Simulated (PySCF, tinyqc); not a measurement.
Worked calculation: RHF in the sto-3g basis, for H2O, spin multiplicity 1. The lowest restricted solution is unstable here: a spin-polarised one lies 0.0029 hartree lower (PySCF). Computed by tinyqc, a small Python program that keeps every step (integrals from PySCF). Settings: charge = 0, multiplicity = 1, basis = sto-3g, energy threshold = 1e-10, iteration cap = 70, orthogonalisation = symmetric, start = core, DIIS depth = 6, method = RHF. Command: `OMP_NUM_THREADS=1 python tinyqc.py 28775 28776 out.jsonl` (the two numbers bound the seeds that draw the settings). One thread of a shared host (Intel(R) Xeon(R) Processor @ 2.60GHz), about 0.06 s of CPU time with the checks. Later iterations appear only in the table of the cycle.

## One-electron integrals

Geometry (angstrom):
```
atom,x,y,z
O,0.000000,0.000000,0.000000
H,0.000000,0.933000,0.914000
H,0.000000,-0.933000,0.914000
```

Basis sto-3g: exponents (1/bohr^2) and contraction coefficients of normalised primitives:
```
element,l (shell),exponent,coefficient
O,s (1),130.709320,0.154329
O,s (1),23.808861,0.535328
O,s (1),6.443608,0.444635
O,s (2),5.033151,-0.099967
O,s (2),1.169596,0.399513
O,s (2),0.380389,0.700115
O,p (3),5.033151,0.155916
O,p (3),1.169596,0.607684
O,p (3),0.380389,0.391957
H,s (1),3.425251,0.154329
H,s (1),0.623914,0.535328
H,s (1),0.168855,0.444635
```

Overlap, kinetic and nuclear-attraction integrals over the contracted functions; the nuclear repulsion is the sum of Za Zb / Rab.

nuclear repulsion = 6.76614453 hartree

overlap S, lower triangle:
```
,1O 1s,1O 2s,1O 2px,1O 2py,1O 2pz,2H 1s,3H 1s
1O 1s,1.000000
1O 2s,0.236704,1.000000
1O 2px,0.000000,0.000000,1.000000
1O 2py,0.000000,0.000000,0.000000,1.000000
1O 2pz,0.000000,0.000000,0.000000,0.000000,1.000000
2H 1s,0.023720,0.278163,0.000000,0.187679,0.183857,1.000000
3H 1s,0.023720,0.278163,0.000000,-0.187679,0.183857,0.147955,1.000000
```

kinetic energy T (hartree), lower triangle:
```
,1O 1s,1O 2s,1O 2px,1O 2py,1O 2pz,2H 1s,3H 1s
1O 1s,29.003200
1O 2s,-0.168011,0.808128
1O 2px,0.000000,0.000000,2.528731
1O 2py,0.000000,0.000000,0.000000,2.528731
1O 2pz,0.000000,0.000000,0.000000,0.000000,2.528731
2H 1s,-0.007618,0.018190,0.000000,0.063643,0.062347,0.760032
3H 1s,-0.007618,0.018190,0.000000,-0.063643,0.062347,-0.007859,0.760032
```

nuclear attraction V (hartree), lower triangle:
```
,1O 1s,1O 2s,1O 2px,1O 2py,1O 2pz,2H 1s,3H 1s
1O 1s,-61.428774
1O 2s,-7.374885,-9.861307
1O 2px,0.000000,0.000000,-9.750314
1O 2py,0.000000,0.000000,0.000000,-9.808736
1O 2pz,-0.011669,-0.145965,0.000000,0.000000,-9.806381
2H 1s,-0.755158,-2.005049,0.000000,-1.169586,-1.179864,-4.721781
3H 1s,-0.755158,-2.005049,0.000000,1.169586,-1.179864,-0.752005,-4.721781
```

core Hamiltonian H = T + V (hartree), lower triangle:
```
,1O 1s,1O 2s,1O 2px,1O 2py,1O 2pz,2H 1s,3H 1s
1O 1s,-32.425574
1O 2s,-7.542896,-9.053179
1O 2px,0.000000,0.000000,-7.221583
1O 2py,0.000000,0.000000,0.000000,-7.280005
1O 2pz,-0.011669,-0.145965,0.000000,0.000000,-7.277649
2H 1s,-0.762776,-1.986859,0.000000,-1.105943,-1.117517,-3.961749
3H 1s,-0.762776,-1.986859,0.000000,1.105943,-1.117517,-0.759864,-3.961749
```

## Two-electron integrals

Functions are numbered as in S; the eight-fold symmetry (ij|kl) = (ji|kl) = (kl|ij) leaves the list below.

Two-electron integrals (ij|kl) in chemists' order, unique and non-zero (hartree):
```
i,j,k,l,(ij|kl)
1,1,1,1,4.785065
2,1,1,1,0.741380
2,1,2,1,0.136873
2,2,1,1,1.118947
2,2,2,1,0.256633
2,2,2,2,0.817206
3,1,3,1,0.024477
3,2,3,1,0.037809
3,2,3,2,0.180518
3,3,1,1,1.115814
3,3,2,1,0.256684
3,3,2,2,0.817023
3,3,3,3,0.880159
4,1,4,1,0.024477
4,2,4,1,0.037809
4,2,4,2,0.180518
4,3,4,3,0.047444
4,4,1,1,1.115814
4,4,2,1,0.256684
4,4,2,2,0.817023
4,4,3,3,0.785270
4,4,4,4,0.880159
5,1,5,1,0.024477
5,2,5,1,0.037809
5,2,5,2,0.180518
5,3,5,3,0.047444
5,4,5,4,0.047444
5,5,1,1,1.115814
5,5,2,1,0.256684
5,5,2,2,0.817023
5,5,3,3,0.785270
5,5,4,4,0.785270
5,5,5,5,0.880159
6,1,1,1,0.075061
6,1,2,1,0.013758
6,1,2,2,0.025692
6,1,3,3,0.025645
6,1,4,1,0.000430
6,1,4,2,0.000817
6,1,4,4,0.025719
6,1,5,1,0.000421
6,1,5,2,0.000800
6,1,5,4,0.000073
6,1,5,5,0.025716
6,1,6,1,0.001399
6,2,1,1,0.213062
6,2,2,1,0.049614
6,2,2,2,0.178887
6,2,3,3,0.175678
6,2,4,1,0.002632
6,2,4,2,0.021579
6,2,4,4,0.180499
6,2,5,1,0.002578
6,2,5,2,0.021140
6,2,5,4,0.004722
6,2,5,5,0.180304
6,2,6,1,0.005093
6,2,6,2,0.051813
6,3,3,1,0.004803
6,3,3,2,0.029347
6,3,4,3,0.004285
6,3,5,3,0.004198
6,3,6,3,0.006798
6,4,1,1,0.119164
6,4,2,1,0.028075
6,4,2,2,0.108159
6,4,3,3,0.103479
6,4,4,1,0.006082
6,4,4,2,0.041411
6,4,4,4,0.114776
6,4,5,1,0.001253
6,4,5,2,0.011818
6,4,5,4,0.006869
6,4,5,5,0.106095
6,4,6,1,0.002985
6,4,6,2,0.038159
6,4,6,4,0.034612
6,5,1,1,0.116737
6,5,2,1,0.027504
6,5,2,2,0.105956
6,5,3,3,0.101372
6,5,4,1,0.001253
6,5,4,2,0.011818
6,5,4,4,0.104042
6,5,5,1,0.006031
6,5,5,2,0.040924
6,5,5,4,0.006902
6,5,5,5,0.112331
6,5,6,1,0.002924
6,5,6,2,0.037382
6,5,6,4,0.027248
6,5,6,5,0.033491
6,6,1,1,0.401333
6,6,2,1,0.094910
6,6,2,2,0.394597
6,6,3,3,0.380651
6,6,4,1,0.005574
6,6,4,2,0.065050
6,6,4,4,0.401789
6,6,5,1,0.005461
6,6,5,2,0.063726
6,6,5,4,0.020708
6,6,5,5,0.400937
6,6,6,1,0.009781
6,6,6,2,0.155161
6,6,6,4,0.130786
6,6,6,5,0.128123
6,6,6,6,0.774606
7,1,1,1,0.075061
7,1,2,1,0.013758
7,1,2,2,0.025692
7,1,3,3,0.025645
7,1,4,1,-0.000430
7,1,4,2,-0.000817
7,1,4,4,0.025719
7,1,5,1,0.000421
7,1,5,2,0.000800
7,1,5,4,-0.000073
7,1,5,5,0.025716
7,1,6,1,0.001383
7,1,6,2,0.004965
7,1,6,4,0.002702
7,1,6,5,0.002855
7,1,6,6,0.009500
7,1,7,1,0.001399
7,2,1,1,0.213062
7,2,2,1,0.049614
7,2,2,2,0.178887
7,2,3,3,0.175678
7,2,4,1,-0.002632
7,2,4,2,-0.021579
7,2,4,4,0.180499
7,2,5,1,0.002578
7,2,5,2,0.021140
7,2,5,4,-0.004722
7,2,5,5,0.180304
7,2,6,1,0.004965
7,2,6,2,0.041586
7,2,6,4,0.021363
7,2,6,5,0.029203
7,2,6,6,0.100557
7,2,7,1,0.005093
7,2,7,2,0.051813
7,3,3,1,0.004803
7,3,3,2,0.029347
7,3,4,3,-0.004285
7,3,5,3,0.004198
7,3,6,3,0.005274
7,3,7,3,0.006798
7,4,1,1,-0.119164
7,4,2,1,-0.028075
7,4,2,2,-0.108159
7,4,3,3,-0.103479
7,4,4,1,0.006082
7,4,4,2,0.041411
7,4,4,4,-0.114776
7,4,5,1,-0.001253
7,4,5,2,-0.011818
7,4,5,4,0.006869
7,4,5,5,-0.106095
7,4,6,1,-0.002702
7,4,6,2,-0.021363
7,4,6,4,-0.006042
7,4,6,5,-0.014752
7,4,6,6,-0.048297
7,4,7,1,-0.002985
7,4,7,2,-0.038159
7,4,7,4,0.034612
7,5,1,1,0.116737
7,5,2,1,0.027504
7,5,2,2,0.105956
7,5,3,3,0.101372
7,5,4,1,-0.001253
7,5,4,2,-0.011818
7,5,4,4,0.104042
7,5,5,1,0.006031
7,5,5,2,0.040924
7,5,5,4,-0.006902
7,5,5,5,0.112331
7,5,6,1,0.002855
7,5,6,2,0.029203
7,5,6,4,0.014752
7,5,6,5,0.025490
7,5,6,6,0.076881
7,5,7,1,0.002924
7,5,7,2,0.037382
7,5,7,4,-0.027248
7,5,7,5,0.033491
7,6,1,1,0.072695
7,6,2,1,0.017126
7,6,2,2,0.068513
7,6,3,3,0.066702
7,6,4,4,0.067717
7,6,5,1,0.001270
7,6,5,2,0.013127
7,6,5,5,0.071045
7,6,6,1,0.001746
7,6,6,2,0.020933
7,6,6,4,0.013503
7,6,6,5,0.017025
7,6,6,6,0.071787
7,6,7,1,0.001746
7,6,7,2,0.020933
7,6,7,4,-0.013503
7,6,7,5,0.017025
7,6,7,6,0.011547
7,7,1,1,0.401333
7,7,2,1,0.094910
7,7,2,2,0.394597
7,7,3,3,0.380651
7,7,4,1,-0.005574
7,7,4,2,-0.065050
7,7,4,4,0.401789
7,7,5,1,0.005461
7,7,5,2,0.063726
7,7,5,4,-0.020708
7,7,5,5,0.400937
7,7,6,1,0.009500
7,7,6,2,0.100557
7,7,6,4,0.048297
7,7,6,5,0.076881
7,7,6,6,0.282022
7,7,7,1,0.009781
7,7,7,2,0.155161
7,7,7,4,-0.130786
7,7,7,5,0.128123
7,7,7,6,0.071787
7,7,7,7,0.774606
```

## Orthogonalisation

S = U s U^T; symmetric (Loewdin) form X = U s^(-1/2) U^T, so that X^T S X = 1.

eigenvalues of S: 0.553851  0.650488  0.880343  1.000000  1.119375  1.201558  1.594386

X, lower triangle:
```
,1O 1s,1O 2s,1O 2px,1O 2py,1O 2pz,2H 1s,3H 1s
1O 1s,1.022897
1O 2s,-0.130113,1.085641
1O 2px,0.000000,0.000000,1.000000
1O 2py,0.000000,0.000000,0.000000,1.032102
1O 2pz,-0.004764,0.041065,0.000000,0.000000,1.026464
2H 1s,0.014195,-0.146601,0.000000,-0.111572,-0.094872,1.065846
3H 1s,0.014195,-0.146601,0.000000,0.111572,-0.094872,-0.054213,1.065846
```

## Starting guess

The start is the orbitals of the core Hamiltonian; D = 2 C_occ C_occ^T.

D at the start, lower triangle:
```
,1O 1s,1O 2s,1O 2px,1O 2py,1O 2pz,2H 1s,3H 1s
1O 1s,2.124840
1O 2s,-0.536189,2.300890
1O 2px,0.000000,0.000000,2.000000
1O 2py,0.000000,0.000000,0.000000,2.112178
1O 2pz,-0.023888,0.131263,0.000000,0.000000,2.092003
2H 1s,0.045281,-0.190453,0.000000,-0.187015,-0.158312,0.042754
3H 1s,0.045281,-0.190453,0.000000,0.187015,-0.158312,0.009636,0.042754
```

## Iteration 1: building the Fock matrix

J_ij = sum D_kl (ij|kl), K_ij = sum D_kl (ik|jl); F = H + J - 0.5 K; E = tr D H + tr D J / 2 - 0.25 tr D K + E_nn.

Coulomb J (hartree), lower triangle:
```
,1O 1s,1O 2s,1O 2px,1O 2py,1O 2pz,2H 1s,3H 1s
1O 1s,18.593679
1O 2s,3.546256,8.807064
1O 2px,0.000000,0.000000,8.800322
1O 2py,0.000000,0.000000,0.000000,8.798993
1O 2pz,0.002603,0.000571,0.000000,0.000000,8.798462
2H 1s,0.356779,1.859667,0.000000,1.103594,1.080169,3.943103
3H 1s,0.356779,1.859667,0.000000,-1.103594,1.080169,0.692037,3.943103
```

exchange K (hartree), lower triangle:
```
,1O 1s,1O 2s,1O 2px,1O 2py,1O 2pz,2H 1s,3H 1s
1O 1s,9.841924
1O 2s,1.717043,2.864308
1O 2px,0.000000,0.000000,2.359933
1O 2py,0.000000,0.000000,0.000000,2.362202
1O 2pz,0.001003,0.005745,0.000000,0.000000,2.360188
2H 1s,0.184113,0.518462,0.000000,0.230313,0.223997,0.162306
3H 1s,0.184113,0.518462,0.000000,-0.230313,0.223997,0.098932,0.162306
```

Fock matrix F (hartree), lower triangle:
```
,1O 1s,1O 2s,1O 2px,1O 2py,1O 2pz,2H 1s,3H 1s
1O 1s,-18.752858
1O 2s,-4.855161,-1.678269
1O 2px,0.000000,0.000000,0.398773
1O 2py,0.000000,0.000000,0.000000,0.337887
1O 2pz,-0.009568,-0.148266,0.000000,0.000000,0.340719
2H 1s,-0.498054,-0.386423,0.000000,-0.117506,-0.149346,-0.099799
3H 1s,-0.498054,-0.386423,0.000000,0.117506,-0.149346,-0.117293,-0.099799
```

total energy of this density = -73.28710763 hartree

## Iteration 1: diagonalisation and new density

Diagonalise F' = X^T F X, C = X C', fill 5 alpha and 5 beta electrons from the bottom; D = 2 C_occ C_occ^T. Each column has its largest component positive (the first on a tie).

F' = X^T F X (hartree), lower triangle:
```
,1,2,3,4,5,6,7
1,-18.383723
2,-2.614757,-0.734142
3,0.000000,0.000000,0.398773
4,0.000000,0.000000,0.000000,0.414490
5,-0.015641,-0.073890,0.000000,0.000000,0.404618
6,-0.033217,-0.202514,0.000000,-0.179859,-0.165279,0.041771
7,-0.033217,-0.202514,0.000000,0.179859,-0.165279,-0.047326,0.041771
```

orbital energies (hartree): MO1 -18.763394, MO2 -0.541173, MO3 -0.050148, MO4 0.071950, MO5 0.398773, MO6 0.513815, MO7 0.553735

coefficients C:
```
,MO1,MO2,MO3,MO4,MO5,MO6,MO7
1O 1s,0.993686,-0.223779,0.000000,-0.158886,0.000000,-0.030680,0.000000
1O 2s,0.026226,0.815231,0.000000,0.731192,0.000000,0.200711,0.000000
1O 2px,0.000000,0.000000,0.000000,0.000000,1.000000,0.000000,0.000000
1O 2py,0.000000,0.000000,0.357200,0.000000,0.000000,0.000000,0.981091
1O 2pz,0.002009,0.160284,0.000000,-0.290663,0.000000,0.981407,0.000000
2H 1s,-0.003786,0.226925,0.641139,-0.569005,0.000000,-0.408800,-0.478179
3H 1s,-0.003786,0.226925,-0.641139,-0.569005,0.000000,-0.408800,0.478179
```

D after iteration 1, lower triangle:
```
,1O 1s,1O 2s,1O 2px,1O 2py,1O 2pz,2H 1s,3H 1s
1O 1s,2.125466
1O 2s,-0.545095,2.399861
1O 2px,0.000000,0.000000,2.000000
1O 2py,0.000000,0.000000,0.000000,0.255184
1O 2pz,0.024621,-0.163618,0.000000,0.000000,0.220360
2H 1s,0.071727,-0.462310,0.000000,0.458030,0.403507,1.572672
3H 1s,0.071727,-0.462310,0.000000,-0.458030,0.403507,-0.071567,1.572672
```

## Iteration 2: building the Fock matrix

As before.

Coulomb J (hartree), lower triangle:
```
,1O 1s,1O 2s,1O 2px,1O 2py,1O 2pz,2H 1s,3H 1s
1O 1s,16.096008
1O 2s,2.981979,7.359339
1O 2px,0.000000,0.000000,7.409698
1O 2py,0.000000,0.000000,0.000000,7.326593
1O 2pz,0.013211,0.190192,0.000000,0.000000,7.317965
2H 1s,0.300523,1.680939,0.000000,1.034681,1.058671,4.375394
3H 1s,0.300523,1.680939,0.000000,-1.034681,1.058671,0.700519,4.375394
```

exchange K (hartree), lower triangle:
```
,1O 1s,1O 2s,1O 2px,1O 2py,1O 2pz,2H 1s,3H 1s
1O 1s,9.753085
1O 2s,1.584821,2.333306
1O 2px,0.000000,0.000000,2.209269
1O 2py,0.000000,0.000000,0.000000,1.030241
1O 2pz,0.006152,0.037922,0.000000,0.000000,0.966667
2H 1s,0.168227,0.590767,0.000000,0.422082,0.434861,1.428980
3H 1s,0.168227,0.590767,0.000000,-0.422082,0.434861,0.240511,1.428980
```

Fock matrix F (hartree), lower triangle:
```
,1O 1s,1O 2s,1O 2px,1O 2py,1O 2pz,2H 1s,3H 1s
1O 1s,-21.206108
1O 2s,-5.353328,-2.860493
1O 2px,0.000000,0.000000,-0.916520
1O 2py,0.000000,0.000000,0.000000,-0.468532
1O 2pz,-0.001535,0.025266,0.000000,0.000000,-0.443018
2H 1s,-0.546366,-0.601303,0.000000,-0.282303,-0.276277,-0.300844
3H 1s,-0.546366,-0.601303,0.000000,0.282303,-0.276277,-0.179601,-0.300844
```

total energy of this density = -74.28160724 hartree

## Iteration 2: DIIS over 2 matrices

error matrix X^T (FDS - SDF) X:
```
,1,2,3,4,5,6,7
1,0.000000,-0.003273,0.000000,0.000000,-0.003930,0.005513,0.005513
2,0.003273,0.000000,0.000000,0.000000,-0.303777,0.074023,0.074023
3,0.000000,0.000000,0.000000,0.000000,0.000000,0.000000,0.000000
4,0.000000,0.000000,0.000000,0.000000,0.000000,-0.492941,0.492941
5,0.003930,0.303777,0.000000,0.000000,0.000000,-0.422841,-0.422841
6,-0.005513,-0.074023,0.000000,0.492941,0.422841,0.000000,0.000000
7,-0.005513,-0.074023,0.000000,-0.492941,0.422841,0.000000,0.000000
```

B (overlaps of the stored error matrices):
```
,1,2
1,1.4934411e+00,-1.2203284e+00
2,-1.2203284e+00,1.8937943e+00
```

Minimise |sum c_i e_i|^2 with sum c_i = 1: solve [B -1; -1 0][c; lambda] = [0; -1] with B_ij = tr e_i^T e_j, and take F = sum c_i F_i.

DIIS coefficients: 0.534348  0.465652

extrapolated F (hartree), lower triangle:
```
,1O 1s,1O 2s,1O 2px,1O 2py,1O 2pz,2H 1s,3H 1s
1O 1s,-19.895219
1O 2s,-5.087134,-2.228774
1O 2px,0.000000,0.000000,-0.213696
1O 2py,0.000000,0.000000,0.000000,-0.037623
1O 2pz,-0.005827,-0.067460,0.000000,0.000000,-0.024230
2H 1s,-0.520551,-0.486482,0.000000,-0.194244,-0.208452,-0.193416
3H 1s,-0.520551,-0.486482,0.000000,0.194244,-0.208452,-0.146307,-0.193416
```

## Iteration 2: diagonalisation and new density

As before.

F' = X^T F X (hartree), lower triangle:
```
,1,2,3,4,5,6,7
1,-19.527115
2,-2.646819,-1.272095
3,0.000000,0.000000,-0.213696
4,0.000000,0.000000,0.000000,0.048221
5,-0.021780,0.013666,0.000000,0.000000,0.048344
6,-0.035582,-0.225177,0.000000,-0.219165,-0.196504,-0.018763
7,-0.035582,-0.225177,0.000000,0.219165,-0.196504,-0.055823,-0.018763
```

orbital energies (hartree): MO1 -19.903609, MO2 -1.004092, MO3 -0.267356, MO4 -0.227274, MO5 -0.213696, MO6 0.309524, MO7 0.352637

coefficients C:
```
,MO1,MO2,MO3,MO4,MO5,MO6,MO7
1O 1s,0.994486,-0.251710,0.000000,0.085175,0.000000,-0.063708,0.000000
1O 2s,0.023013,0.961354,0.000000,-0.426320,0.000000,0.365698,0.000000
1O 2px,0.000000,0.000000,0.000000,0.000000,1.000000,0.000000,0.000000
1O 2py,0.000000,0.000000,0.610635,0.000000,0.000000,0.000000,0.846910
1O 2pz,0.001499,0.069226,0.000000,0.605010,0.000000,0.838157,0.000000
2H 1s,-0.003253,0.093233,0.486868,0.453324,0.000000,-0.572877,-0.634566
3H 1s,-0.003253,0.093233,-0.486868,0.453324,0.000000,-0.572877,0.634566
```

D after iteration 2, lower triangle:
```
,1O 1s,1O 2s,1O 2px,1O 2py,1O 2pz,2H 1s,3H 1s
1O 1s,2.119231
1O 2s,-0.510815,2.212961
1O 2px,0.000000,0.000000,2.000000
1O 2py,0.000000,0.000000,0.000000,0.745751
1O 2pz,0.071195,-0.382684,0.000000,0.000000,0.741664
2H 1s,0.023818,-0.207412,0.000000,0.594597,0.561430,0.902492
3H 1s,0.023818,-0.207412,0.000000,-0.594597,0.561430,-0.045669,0.902492
```

## Iteration 9 (converged): orbitals

converged F (hartree), lower triangle:
```
,1O 1s,1O 2s,1O 2px,1O 2py,1O 2pz,2H 1s,3H 1s
1O 1s,-20.292925
1O 2s,-5.168507,-2.392858
1O 2px,0.000000,0.000000,-0.397815
1O 2py,0.000000,0.000000,0.000000,-0.175332
1O 2pz,-0.020049,-0.031594,0.000000,0.000000,-0.192994
2H 1s,-0.529528,-0.560822,0.000000,-0.281474,-0.294048,-0.277800
3H 1s,-0.529528,-0.560822,0.000000,0.281474,-0.294048,-0.171941,-0.277800
```

As before.

F' = X^T F X (hartree), lower triangle:
```
,1,2,3,4,5,6,7
1,-19.924175
2,-2.665566,-1.402191
3,0.000000,0.000000,-0.397815
4,0.000000,0.000000,0.000000,-0.059754
5,-0.043792,0.081120,0.000000,0.000000,-0.094058
6,-0.030496,-0.277812,0.000000,-0.298976,-0.269864,-0.057351
7,-0.030496,-0.277812,0.000000,0.298976,-0.269864,-0.060883,-0.057351
```

orbital energies (hartree): MO1 -20.300682, MO2 -1.168743, MO3 -0.452110, MO4 -0.426314, MO5 -0.397815, MO6 0.357082, MO7 0.395888

coefficients C:
```
,MO1,MO2,MO3,MO4,MO5,MO6,MO7
1O 1s,0.994751,-0.248186,0.000000,0.078123,0.000000,-0.080282,0.000000
1O 2s,0.021948,0.946592,0.000000,-0.389933,0.000000,0.437778,0.000000
1O 2px,0.000000,0.000000,0.000000,0.000000,1.000000,0.000000,0.000000
1O 2py,0.000000,0.000000,0.649221,0.000000,0.000000,0.000000,0.817706
1O 2pz,0.002090,0.044122,0.000000,0.684033,0.000000,0.776844,0.000000
2H 1s,-0.003110,0.114453,0.456942,0.394942,0.000000,-0.610988,-0.656444
3H 1s,-0.003110,0.114453,-0.456942,0.394942,0.000000,-0.610988,0.656444
```

D after iteration 9, lower triangle:
```
,1O 1s,1O 2s,1O 2px,1O 2py,1O 2pz,2H 1s,3H 1s
1O 1s,2.114458
1O 2s,-0.487119,2.097131
1O 2px,0.000000,0.000000,2.000000
1O 2py,0.000000,0.000000,0.000000,0.842976
1O 2pz,0.089134,-0.449831,0.000000,0.000000,0.939704
2H 1s,-0.001291,-0.091457,0.000000,0.593313,0.550393,0.755768
3H 1s,-0.001291,-0.091457,0.000000,-0.593313,0.550393,-0.079416,0.755768
```

## Convergence

Stop when the energy changes by less than 1e-10 hartree and every element of the error matrix X^T (F D S - S D F) X is below 3e-06.

Course of the cycle:
```
iteration,E (hartree),change,largest element of the error matrix
1,-73.28710763,-,3.71e-01
2,-74.28160724,-9.94e-01,4.93e-01
3,-74.81059840,-5.29e-01,1.04e-01
4,-74.83486956,-2.43e-02,7.17e-03
5,-74.83502066,-1.51e-04,3.08e-03
6,-74.83506545,-4.48e-05,2.83e-04
7,-74.83506556,-1.12e-07,3.59e-05
8,-74.83506556,-2.09e-09,3.34e-07
9,-74.83506556,-1.28e-13,4.41e-09
```

PySCF RHF in the same basis = -74.83506556 hartree

Converged in 9 iterations.

## Populations, bond orders and dipole

Mulliken: Z minus the diagonal of D S on the atom; Loewdin: the same with S^(1/2) D S^(1/2); Mayer order: 2 sum_s sum (D(s) S)_ij (D(s) S)_ji over the two atoms.

Charges (e):
```
atom,Mulliken,Loewdin
1O,-0.137812,-0.106152
2H,0.068906,0.053076
3H,0.068906,0.053076
```

Mayer bond orders:
```
pair,order
2-1,0.995242
3-1,0.995242
3-2,0.000010
```

dipole moment about the origin, x y z (debye): 0.000000  0.000000  1.305019
